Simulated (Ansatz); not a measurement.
# Ce (fcc): energy against volume

All numbers below come from DFT, LDA (PW92), plane waves (420 eV) with PAW, scalar-relativistic (Ansatz). (PAW data from PBE, frozen cores regenerated.)

The cell is scaled uniformly from the relaxed one, with fractional coordinates and shape fixed. Energies are extrapolated to zero smearing, pressures are those at the given smearing. Magnetic state: spin not included.

A Birch-Murnaghan fit gives V₀ = 23.01 Å³/atom, B₀ = 58 GPa, B₀′ = 4.7.

(1) What are the energy above the minimum and the pressure at 20.449 Å³/atom?

(2) What are the energy above the minimum and the pressure at 22.308 Å³/atom?

(3) What are the energy above the minimum and the pressure at 25.097 Å³/atom?

The f occupation was not exhaustively searched.

Results:

(1) 65.0 meV/atom and 9.35 GPa as computed.

(2) 4.2 meV/atom and 2.32 GPa as computed.

(3) 29.2 meV/atom and -3.56 GPa as computed.
